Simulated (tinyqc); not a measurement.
Coupled-perturbed Hartree-Fock on RHF in the sto-3g basis, for H3O+, spin multiplicity 1, step by step (part 1 of 2). Computed by tinyqc, a small Python program that keeps every step (integrals from PySCF). Settings: charge = 1, multiplicity = 1, basis = sto-3g, method = RHF, energy threshold = 1e-10, iteration cap = 58, orthogonalisation = canonical, start = atomic densities, DIIS depth = 6. Command: `OMP_NUM_THREADS=1 python tinyqc.py 20323 20324 out.jsonl` (the two numbers bound the seeds that draw the settings). One thread of a shared host (Intel(R) Xeon(R) Processor @ 2.60GHz), about 0.2 s of CPU time with the checks. The early iterations of the SCF are left out here.

## One-electron integrals

Geometry (angstrom):
```
atom          x          y         z
O      0.000000   0.000000  0.351000
H      0.936000   0.000000  0.000000
H     -0.468000   0.811000  0.000000
H     -0.468000  -0.811000  0.000000
```

Basis sto-3g: exponents (1/bohr^2) and contraction coefficients of normalised primitives:
```
element  l (shell)    exponent  coefficient
O            s (1)  130.709320     0.154329
O            s (1)   23.808861     0.535328
O            s (1)    6.443608     0.444635
O            s (2)    5.033151    -0.099967
O            s (2)    1.169596     0.399513
O            s (2)    0.380389     0.700115
O            p (3)    5.033151     0.155916
O            p (3)    1.169596     0.607684
O            p (3)    0.380389     0.391957
H            s (1)    3.425251     0.154329
H            s (1)    0.623914     0.535328
H            s (1)    0.168855     0.444635
```

Overlap, kinetic and nuclear-attraction integrals over the contracted functions; the nuclear repulsion is the sum of Za Zb / Rab.

nuclear repulsion = 13.68096155 hartree

overlap S, order 1O 1s, 1O 2s, 1O 2px, 1O 2py, 1O 2pz, 2H 1s, 3H 1s, 4H 1s:
$$\begin{pmatrix}
1.000000 & 0.236704 & 0.000000 & 0.000000 & 0.000000 & 0.048793 & 0.048755 & 0.048755 \\
0.236704 & 1.000000 & 0.000000 & 0.000000 & 0.000000 & 0.447370 & 0.447164 & 0.447164 \\
0.000000 & 0.000000 & 1.000000 & 0.000000 & 0.000000 & 0.354243 & -0.177009 & -0.177009 \\
0.000000 & 0.000000 & 0.000000 & 1.000000 & 0.000000 & 0.000000 & 0.306739 & -0.306739 \\
0.000000 & 0.000000 & 0.000000 & 0.000000 & 1.000000 & -0.132841 & -0.132756 & -0.132756 \\
0.048793 & 0.447370 & 0.354243 & 0.000000 & -0.132841 & 1.000000 & 0.215175 & 0.215175 \\
0.048755 & 0.447164 & -0.177009 & 0.306739 & -0.132756 & 0.215175 & 1.000000 & 0.214983 \\
0.048755 & 0.447164 & -0.177009 & -0.306739 & -0.132756 & 0.215175 & 0.214983 & 1.000000
\end{pmatrix}$$

kinetic energy T (hartree), order 1O 1s, 1O 2s, 1O 2px, 1O 2py, 1O 2pz, 2H 1s, 3H 1s, 4H 1s:
$$\begin{pmatrix}
29.003200 & -0.168011 & 0.000000 & 0.000000 & 0.000000 & -0.005102 & -0.005119 & -0.005119 \\
-0.168011 & 0.808128 & 0.000000 & 0.000000 & 0.000000 & 0.109176 & 0.109035 & 0.109035 \\
0.000000 & 0.000000 & 2.528731 & 0.000000 & 0.000000 & 0.236559 & -0.118132 & -0.118132 \\
0.000000 & 0.000000 & 0.000000 & 2.528731 & 0.000000 & 0.000000 & 0.204712 & -0.204712 \\
0.000000 & 0.000000 & 0.000000 & 0.000000 & 2.528731 & -0.088710 & -0.088599 & -0.088599 \\
-0.005102 & 0.109176 & 0.236559 & 0.000000 & -0.088710 & 0.760032 & 0.001192 & 0.001192 \\
-0.005119 & 0.109035 & -0.118132 & 0.204712 & -0.088599 & 0.001192 & 0.760032 & 0.001159 \\
-0.005119 & 0.109035 & -0.118132 & -0.204712 & -0.088599 & 0.001192 & 0.001159 & 0.760032
\end{pmatrix}$$

nuclear attraction V (hartree), order 1O 1s, 1O 2s, 1O 2px, 1O 2py, 1O 2pz, 2H 1s, 3H 1s, 4H 1s:
$$\begin{pmatrix}
-62.206201 & -7.558905 & -0.000013 & 0.000000 & 0.014983 & -1.599832 & -1.598575 & -1.598575 \\
-7.558905 & -10.623645 & -0.000139 & 0.000000 & 0.178782 & -3.776481 & -3.774334 & -3.774334 \\
-0.000013 & -0.000139 & -10.585595 & 0.000000 & 0.000052 & -2.657428 & 1.327635 & 1.327635 \\
0.000000 & 0.000000 & 0.000000 & -10.585603 & 0.000000 & 0.000000 & -2.300752 & 2.300752 \\
0.014983 & 0.178782 & 0.000052 & 0.000000 & -10.478588 & 1.049865 & 1.049065 & 1.049065 \\
-1.599832 & -3.776481 & -2.657428 & 0.000000 & 1.049865 & -5.982385 & -1.430918 & -1.430918 \\
-1.598575 & -3.774334 & 1.327635 & -2.300752 & 1.049065 & -1.430918 & -5.981101 & -1.429607 \\
-1.598575 & -3.774334 & 1.327635 & 2.300752 & 1.049065 & -1.430918 & -1.429607 & -5.981101
\end{pmatrix}$$

core Hamiltonian H = T + V (hartree), order 1O 1s, 1O 2s, 1O 2px, 1O 2py, 1O 2pz, 2H 1s, 3H 1s, 4H 1s:
$$\begin{pmatrix}
-33.203001 & -7.726916 & -0.000013 & 0.000000 & 0.014983 & -1.604934 & -1.603694 & -1.603694 \\
-7.726916 & -9.815517 & -0.000139 & 0.000000 & 0.178782 & -3.667305 & -3.665299 & -3.665299 \\
-0.000013 & -0.000139 & -8.056864 & 0.000000 & 0.000052 & -2.420869 & 1.209503 & 1.209503 \\
0.000000 & 0.000000 & 0.000000 & -8.056872 & 0.000000 & 0.000000 & -2.096040 & 2.096040 \\
0.014983 & 0.178782 & 0.000052 & 0.000000 & -7.949857 & 0.961155 & 0.960466 & 0.960466 \\
-1.604934 & -3.667305 & -2.420869 & 0.000000 & 0.961155 & -5.222353 & -1.429726 & -1.429726 \\
-1.603694 & -3.665299 & 1.209503 & -2.096040 & 0.960466 & -1.429726 & -5.221069 & -1.428448 \\
-1.603694 & -3.665299 & 1.209503 & 2.096040 & 0.960466 & -1.429726 & -1.428448 & -5.221069
\end{pmatrix}$$

## Two-electron integrals

Functions are numbered as in S; the eight-fold symmetry (ij|kl) = (ji|kl) = (kl|ij) leaves the list below.

Two-electron integrals (ij|kl) in chemists' order, unique and non-zero (hartree):
```
(11|11) 4.785065    (21|11) 0.741380    (21|21) 0.136873    (22|11) 1.118947
(22|21) 0.256633    (22|22) 0.817206    (31|31) 0.024477    (32|31) 0.037809
(32|32) 0.180518    (33|11) 1.115814    (33|21) 0.256684    (33|22) 0.817023
(33|33) 0.880159    (41|41) 0.024477    (42|41) 0.037809    (42|42) 0.180518
(43|43) 0.047444    (44|11) 1.115814    (44|21) 0.256684    (44|22) 0.817023
(44|33) 0.785270    (44|44) 0.880159    (51|51) 0.024477    (52|51) 0.037809
(52|52) 0.180518    (53|53) 0.047444    (54|54) 0.047444    (55|11) 1.115814
(55|21) 0.256684    (55|22) 0.817023    (55|33) 0.785270    (55|44) 0.785270
(55|55) 0.880159    (61|11) 0.155101    (61|21) 0.028391    (61|22) 0.052883
(61|31) 0.001227    (61|32) 0.002295    (61|33) 0.053055    (61|44) 0.052781
(61|51) -0.000460   (61|52) -0.000861   (61|53) -0.000103   (61|55) 0.052819
(61|61) 0.005966    (62|11) 0.374917    (62|21) 0.087055    (62|22) 0.306643
(62|31) 0.006116    (62|32) 0.046597    (62|33) 0.314848    (62|44) 0.301454
(62|51) -0.002293   (62|52) -0.017474   (62|53) -0.005023   (62|55) 0.303338
(62|61) 0.018405    (62|62) 0.142106    (63|11) 0.251841    (63|21) 0.059237
(63|22) 0.222815    (63|31) 0.012787    (63|32) 0.085179    (63|33) 0.241493
(63|44) 0.212690    (63|51) -0.001369   (63|52) -0.012033   (63|53) -0.007165
(63|55) 0.214013    (63|61) 0.013081    (63|62) 0.125423    (63|63) 0.129753
(64|41) 0.009138    (64|42) 0.053090    (64|43) 0.009697    (64|54) -0.003636
(64|64) 0.020322    (65|11) -0.094441   (65|21) -0.022214   (65|22) -0.083556
(65|31) -0.001369   (65|32) -0.012033   (65|33) -0.083287   (65|44) -0.079759
(65|51) 0.009651    (65|52) 0.057603    (65|53) 0.011020    (65|55) -0.087528
(65|61) -0.004906   (65|62) -0.047034   (65|63) -0.041037   (65|65) 0.035711
(66|11) 0.512462    (66|21) 0.120929    (66|22) 0.488243    (66|31) 0.011071
(66|32) 0.116021    (66|33) 0.519953    (66|44) 0.468465    (66|51) -0.004151
(66|52) -0.043508   (66|53) -0.019308   (66|55) 0.475705    (66|61) 0.025800
(66|62) 0.283962    (66|63) 0.286152    (66|65) -0.107307   (66|66) 0.774606
(71|11) 0.154979    (71|21) 0.028369    (71|22) 0.052842    (71|31) -0.000613
(71|32) -0.001146   (71|33) 0.052808    (71|41) 0.001062    (71|42) 0.001986
(71|43) -0.000119   (71|44) 0.052946    (71|51) -0.000460   (71|52) -0.000860
(71|53) 0.000051    (71|54) -0.000089   (71|55) 0.052779    (71|61) 0.005863
(71|62) 0.017782    (71|63) 0.011822    (71|64) 0.000477    (71|65) -0.004743
(71|66) 0.024633    (71|71) 0.005956    (72|11) 0.374703    (72|21) 0.087006
(72|22) 0.306480    (72|31) -0.003055   (72|32) -0.023280   (72|33) 0.304637
(72|41) 0.005295    (72|42) 0.040342    (72|43) -0.005796   (72|44) 0.311337
(72|51) -0.002291   (72|52) -0.017460   (72|53) 0.002509    (72|54) -0.004347
(72|55) 0.303174    (72|61) 0.017785    (72|62) 0.114253    (72|63) 0.076723
(72|64) 0.012269    (72|65) -0.036736   (72|66) 0.186469    (72|71) 0.018381
(72|72) 0.141966    (73|11) -0.125824   (73|21) -0.029596   (73|22) -0.111326
(73|31) 0.010043    (73|32) 0.061072    (73|33) -0.117131   (73|41) -0.001579
(73|42) -0.013888   (73|43) 0.010430    (73|44) -0.109794   (73|51) 0.000684
(73|52) 0.006011    (73|53) -0.004514   (73|54) 0.001526    (73|55) -0.106928
(73|61) -0.005497   (73|62) -0.027731   (73|63) -0.003317   (73|64) -0.002326
(73|65) 0.008666    (73|66) -0.032113   (73|71) -0.006531   (73|72) -0.062637
(73|73) 0.047619    (74|11) 0.218042    (74|21) 0.051287    (74|22) 0.192917
(74|31) -0.001579   (74|32) -0.013888   (74|33) 0.186186    (74|41) 0.011869
(74|42) 0.077124    (74|43) -0.008372   (74|44) 0.207053    (74|51) -0.001185
(74|52) -0.010416   (74|53) 0.001526    (74|54) -0.006279   (74|55) 0.185296
(74|61) 0.010482    (74|62) 0.072597    (74|63) 0.048259    (74|64) 0.023193
(74|65) -0.022919   (74|66) 0.119563    (74|71) 0.011317    (74|72) 0.108544
(74|73) -0.047343   (74|74) 0.102340    (75|11) -0.094368   (75|21) -0.022197
(75|22) -0.083494   (75|31) 0.000684    (75|32) 0.006011    (75|33) -0.080581
(75|41) -0.001185   (75|42) -0.010416   (75|43) 0.001526    (75|44) -0.082346
(75|51) 0.009644    (75|52) 0.057566    (75|53) -0.005505   (75|54) 0.009540
(75|55) -0.087463   (75|61) -0.004743   (75|62) -0.036731   (75|63) -0.024174
(75|64) -0.003950   (75|65) 0.027394    (75|66) -0.065578   (75|71) -0.004898
(75|72) -0.046978   (75|73) 0.020490    (75|74) -0.035507   (75|75) 0.035667
(76|11) 0.135138    (76|21) 0.031648    (76|22) 0.120385    (76|31) 0.000885
(76|32) 0.007924    (76|33) 0.120463    (76|41) 0.001533    (76|42) 0.013727
(76|43) 0.000397    (76|44) 0.120923    (76|51) -0.001327   (76|52) -0.011883
(76|53) -0.001292   (76|54) -0.002238   (76|55) 0.119642    (76|61) 0.006614
(76|62) 0.054650    (76|63) 0.044842    (76|64) 0.005421    (76|65) -0.020336
(76|66) 0.111510    (76|71) 0.006609    (76|72) 0.054626    (76|73) -0.017716
(76|74) 0.041539    (76|75) -0.020324   (76|76) 0.025603    (77|11) 0.512317
(77|21) 0.120895    (77|22) 0.488130    (77|31) -0.005531   (77|32) -0.057975
(77|33) 0.481217    (77|41) 0.009585    (77|42) 0.100465    (77|43) -0.022285
(77|44) 0.506976    (77|51) -0.004148   (77|52) -0.043481   (77|53) 0.009645
(77|54) -0.016714   (77|55) 0.475591    (77|61) 0.024645    (77|62) 0.186527
(77|63) 0.119620    (77|64) 0.031957    (77|65) -0.065604   (77|66) 0.322095
(77|71) 0.025773    (77|72) 0.283795    (77|73) -0.142963   (77|74) 0.247741
(77|75) -0.107222   (77|76) 0.111510    (77|77) 0.774606    (81|11) 0.154979
(81|21) 0.028369    (81|22) 0.052842    (81|31) -0.000613   (81|32) -0.001146
(81|33) 0.052808    (81|41) -0.001062   (81|42) -0.001986   (81|43) 0.000119
(81|44) 0.052946    (81|51) -0.000460   (81|52) -0.000860   (81|53) 0.000051
(81|54) 0.000089    (81|55) 0.052779    (81|61) 0.005863    (81|62) 0.017782
(81|63) 0.011822    (81|64) -0.000477   (81|65) -0.004743   (81|66) 0.024633
(81|71) 0.005859    (81|72) 0.017771    (81|73) -0.006319   (81|74) 0.009996
(81|75) -0.004739   (81|76) 0.006434    (81|77) 0.024625    (81|81) 0.005956
(82|11) 0.374703    (82|21) 0.087006    (82|22) 0.306480    (82|31) -0.003055
(82|32) -0.023280   (82|33) 0.304637    (82|41) -0.005295   (82|42) -0.040342
(82|43) 0.005796    (82|44) 0.311337    (82|51) -0.002291   (82|52) -0.017460
(82|53) 0.002509    (82|54) 0.004347    (82|55) 0.303174    (82|61) 0.017785
(82|62) 0.114253    (82|63) 0.076723    (82|64) -0.012269   (82|65) -0.036736
(82|66) 0.186469    (82|71) 0.017771    (82|72) 0.114185    (82|73) -0.048943
(82|74) 0.060294    (82|75) -0.036708   (82|76) 0.044941    (82|77) 0.186410
(82|81) 0.018381    (82|82) 0.141966    (83|11) -0.125824   (83|21) -0.029596
(83|22) -0.111326   (83|31) 0.010043    (83|32) 0.061072    (83|33) -0.117131
(83|41) 0.001579    (83|42) 0.013888    (83|43) -0.010430   (83|44) -0.109794
(83|51) 0.000684    (83|52) 0.006011    (83|53) -0.004514   (83|54) -0.001526
(83|55) -0.106928   (83|61) -0.005497   (83|62) -0.027731   (83|63) -0.003317
(83|64) 0.002326    (83|65) 0.008666    (83|66) -0.032113   (83|71) -0.006319
(83|72) -0.048943   (83|73) 0.036412    (83|74) -0.025273   (83|75) 0.015493
(83|76) -0.014272   (83|77) -0.087402   (83|81) -0.006531   (83|82) -0.062637
(83|83) 0.047619    (84|11) -0.218042   (84|21) -0.051287   (84|22) -0.192917
(84|31) 0.001579    (84|32) 0.013888    (84|33) -0.186186   (84|41) 0.011869
(84|42) 0.077124    (84|43) -0.008372   (84|44) -0.207053   (84|51) 0.001185
(84|52) 0.010416    (84|53) -0.001526   (84|54) -0.006279   (84|55) -0.185296
(84|61) -0.010482   (84|62) -0.072597   (84|63) -0.048259   (84|64) 0.023193
(84|65) 0.022919    (84|66) -0.119563   (84|71) -0.009996   (84|72) -0.060294
(84|73) 0.025273    (84|74) -0.016591   (84|75) 0.018955    (84|76) -0.024734
(84|77) -0.087595   (84|81) -0.011317   (84|82) -0.108544   (84|83) 0.047343
(84|84) 0.102340    (85|11) -0.094368   (85|21) -0.022197   (85|22) -0.083494
(85|31) 0.000684    (85|32) 0.006011    (85|33) -0.080581   (85|41) 0.001185
(85|42) 0.010416    (85|43) -0.001526   (85|44) -0.082346   (85|51) 0.009644
(85|52) 0.057566    (85|53) -0.005505   (85|54) -0.009540   (85|55) -0.087463
(85|61) -0.004743   (85|62) -0.036731   (85|63) -0.024174   (85|64) 0.003950
(85|65) 0.027394    (85|66) -0.065578   (85|71) -0.004739   (85|72) -0.036708
(85|73) 0.015493    (85|74) -0.018955   (85|75) 0.027374    (85|76) -0.016216
(85|77) -0.065552   (85|81) -0.004898   (85|82) -0.046978   (85|83) 0.020490
(85|84) 0.035507    (85|85) 0.035667    (86|11) 0.135138    (86|21) 0.031648
(86|22) 0.120385    (86|31) 0.000885    (86|32) 0.007924    (86|33) 0.120463
(86|41) -0.001533   (86|42) -0.013727   (86|43) -0.000397   (86|44) 0.120923
(86|51) -0.001327   (86|52) -0.011883   (86|53) -0.001292   (86|54) 0.002238
(86|55) 0.119642    (86|61) 0.006614    (86|62) 0.054650    (86|63) 0.044842
(86|64) -0.005421   (86|65) -0.020336   (86|66) 0.111510    (86|71) 0.006434
(86|72) 0.044941    (86|73) -0.014272   (86|74) 0.024734    (86|75) -0.016216
(86|76) 0.021258    (86|77) 0.075705    (86|81) 0.006609    (86|82) 0.054626
(86|83) -0.017716   (86|84) -0.041539   (86|85) -0.020324   (86|86) 0.025603
(87|11) 0.135017    (87|21) 0.031620    (87|22) 0.120277    (87|31) -0.001768
(87|32) -0.015828   (87|33) 0.121040    (87|44) 0.120128    (87|51) -0.001326
(87|52) -0.011871   (87|53) 0.002581    (87|55) 0.119534    (87|61) 0.006434
(87|62) 0.044926    (87|63) 0.028543    (87|65) -0.016213   (87|66) 0.075657
(87|71) 0.006603    (87|72) 0.054572    (87|73) -0.027071   (87|74) 0.036085
(87|75) -0.020303   (87|76) 0.021241    (87|77) 0.111392    (87|81) 0.006603
(87|82) 0.054572    (87|83) -0.027071   (87|84) -0.036085   (87|85) -0.020303
(87|86) 0.021241    (87|87) 0.025555    (88|11) 0.512317    (88|21) 0.120895
(88|22) 0.488130    (88|31) -0.005531   (88|32) -0.057975   (88|33) 0.481217
(88|41) -0.009585   (88|42) -0.100465   (88|43) 0.022285    (88|44) 0.506976
(88|51) -0.004148   (88|52) -0.043481   (88|53) 0.009645    (88|54) 0.016714
(88|55) 0.475591    (88|61) 0.024645    (88|62) 0.186527    (88|63) 0.119620
(88|64) -0.031957   (88|65) -0.065604   (88|66) 0.322095    (88|71) 0.024625
(88|72) 0.186410    (88|73) -0.087402   (88|74) 0.087595    (88|75) -0.065552
(88|76) 0.075705    (88|77) 0.321985    (88|81) 0.025773    (88|82) 0.283795
(88|83) -0.142963   (88|84) -0.247741   (88|85) -0.107222   (88|86) 0.111510
(88|87) 0.111392    (88|88) 0.774606
```

## Orthogonalisation

S = U s U^T; canonical form X = U s^(-1/2), so that X^T S X = 1. Each column of U has its largest component positive (the first on a tie).

eigenvalues of S: [0.352141, 0.445465, 0.445594, 0.928759, 1.058887, 1.339297, 1.339423, 2.090435]

X, order 1O 1s, 1O 2s, 1O 2px, 1O 2py, 1O 2pz, 2H 1s, 3H 1s, 4H 1s:
$$\begin{pmatrix}
-0.343744 & -0.000478 & 0.000000 & 0.736992 & 0.628948 & -0.000094 & 0.000000 & 0.129503 \\
1.287643 & 0.001351 & 0.000000 & -0.146249 & 0.219107 & -0.000150 & 0.000000 & 0.406507 \\
0.001266 & -0.923113 & 0.000000 & -0.000037 & 0.000054 & 0.680610 & 0.000000 & 0.000118 \\
0.000000 & 0.000000 & 0.923153 & 0.000000 & 0.000000 & 0.000000 & 0.680500 & 0.000000 \\
-0.345016 & -0.000300 & 0.000000 & -0.683608 & 0.685560 & -0.000005 & 0.000000 & -0.112347 \\
-0.562419 & 0.962949 & 0.000000 & -0.122199 & -0.101294 & 0.434600 & 0.000000 & 0.307645 \\
-0.560461 & -0.482408 & -0.834262 & -0.122284 & -0.101368 & -0.217432 & 0.376504 & 0.307476 \\
-0.560461 & -0.482408 & 0.834262 & -0.122284 & -0.101368 & -0.217432 & -0.376504 & 0.307476
\end{pmatrix}$$

## Iteration 8 (converged): orbitals

converged F (hartree), order 1O 1s, 1O 2s, 1O 2px, 1O 2py, 1O 2pz, 2H 1s, 3H 1s, 4H 1s:
$$\begin{pmatrix}
-20.858238 & -5.307252 & -0.000010 & 0.000000 & 0.021758 & -1.110462 & -1.109610 & -1.109610 \\
-5.307252 & -2.983627 & -0.000116 & 0.000000 & 0.120106 & -1.168683 & -1.168062 & -1.168062 \\
-0.000010 & -0.000116 & -0.890111 & 0.000000 & 0.000048 & -0.612544 & 0.306066 & 0.306066 \\
0.000000 & 0.000000 & 0.000000 & -0.890079 & 0.000000 & 0.000000 & -0.530408 & 0.530408 \\
0.021758 & 0.120106 & 0.000048 & 0.000000 & -0.909520 & 0.275795 & 0.275640 & 0.275640 \\
-1.110462 & -1.168683 & -0.612544 & 0.000000 & 0.275795 & -0.870218 & -0.414265 & -0.414265 \\
-1.109610 & -1.168062 & 0.306066 & -0.530408 & 0.275640 & -0.414265 & -0.869759 & -0.413899 \\
-1.109610 & -1.168062 & 0.306066 & 0.530408 & 0.275640 & -0.414265 & -0.413899 & -0.869759
\end{pmatrix}$$

Diagonalise F' = X^T F X, C = X C', fill 5 alpha and 5 beta electrons from the bottom; D = 2 C_occ C_occ^T. Each column has its largest component positive (the first on a tie).

F' = X^T F X (hartree):
$$\begin{pmatrix}
-0.426871 & -0.001164 & 0.000000 & 1.731918 & 1.439933 & -0.000187 & 0.000000 & 0.002794 \\
-0.001164 & 0.241058 & 0.000000 & 0.003046 & 0.002667 & 0.039113 & 0.000000 & 0.000407 \\
0.000000 & 0.000000 & 0.240890 & 0.000000 & 0.000000 & 0.000000 & -0.039246 & 0.000000 \\
1.731918 & 0.003046 & 0.000000 & -10.135197 & -9.072273 & 0.001735 & 0.000000 & -3.748975 \\
1.439933 & 0.002667 & 0.000000 & -9.072273 & -9.816764 & 0.001723 & 0.000000 & -3.720753 \\
-0.000187 & 0.039113 & 0.000000 & 0.001735 & 0.001723 & -1.085026 & 0.000000 & 0.000688 \\
0.000000 & 0.000000 & -0.039246 & 0.000000 & 0.000000 & 0.000000 & -1.085004 & 0.000000 \\
0.002794 & 0.000407 & 0.000000 & -3.748975 & -3.720753 & 0.000688 & 0.000000 & -3.105223
\end{pmatrix}$$

orbital energies (hartree): MO1 -20.867004, MO2 -1.785234, MO3 -1.086179, MO4 -1.086165, MO5 -0.919248, MO6 0.087428, MO7 0.242051, MO8 0.242213

coefficients C, order 1O 1s, 1O 2s, 1O 2px, 1O 2py, 1O 2pz, 2H 1s, 3H 1s, 4H 1s:
$$\begin{pmatrix}
0.994058 & -0.238472 & 0.000059 & 0.000000 & -0.068370 & -0.154824 & 0.000000 & 0.000205 \\
0.027185 & 0.869852 & -0.000304 & 0.000000 & 0.337253 & 1.010717 & 0.000000 & -0.001489 \\
0.000003 & 0.000117 & 0.707507 & 0.000000 & 0.000187 & -0.000938 & 0.000000 & -0.902664 \\
0.000000 & 0.000000 & 0.000000 & 0.707491 & 0.000000 & 0.000000 & 0.902633 & 0.000000 \\
-0.003085 & -0.126176 & -0.000155 & 0.000000 & 0.927935 & -0.438154 & 0.000000 & 0.000635 \\
-0.004903 & 0.096742 & 0.406123 & 0.000000 & -0.104167 & -0.642644 & 0.000000 & 0.976801 \\
-0.004899 & 0.096661 & -0.203050 & 0.351678 & -0.104283 & -0.644288 & -0.845027 & -0.487136 \\
-0.004899 & 0.096661 & -0.203050 & -0.351678 & -0.104283 & -0.644288 & 0.845027 & -0.487136
\end{pmatrix}$$

D after iteration 8, order 1O 1s, 1O 2s, 1O 2px, 1O 2py, 1O 2pz, 2H 1s, 3H 1s, 4H 1s:
$$\begin{pmatrix}
2.099388 & -0.406941 & 0.000008 & 0.000000 & -0.072841 & -0.041595 & -0.041606 & -0.041606 \\
-0.406941 & 1.742241 & -0.000101 & 0.000000 & 0.406221 & 0.097528 & 0.097680 & 0.097680 \\
0.000008 & -0.000101 & 1.001132 & 0.000000 & 0.000097 & 0.574653 & -0.287335 & -0.287335 \\
0.000000 & 0.000000 & 0.000000 & 1.001088 & 0.000000 & 0.000000 & 0.497618 & -0.497618 \\
-0.072841 & 0.406221 & 0.000097 & 0.000000 & 1.753985 & -0.217830 & -0.217834 & -0.217834 \\
-0.041595 & 0.097528 & 0.574653 & 0.000000 & -0.217830 & 0.370339 & -0.124451 & -0.124451 \\
-0.041606 & 0.097680 & -0.287335 & 0.497618 & -0.217834 & -0.124451 & 0.370298 & -0.124412 \\
-0.041606 & 0.097680 & -0.287335 & -0.497618 & -0.217834 & -0.124451 & -0.124412 & 0.370298
\end{pmatrix}$$

Within a degenerate level the vectors are fixed only up to a rotation; this is one choice.
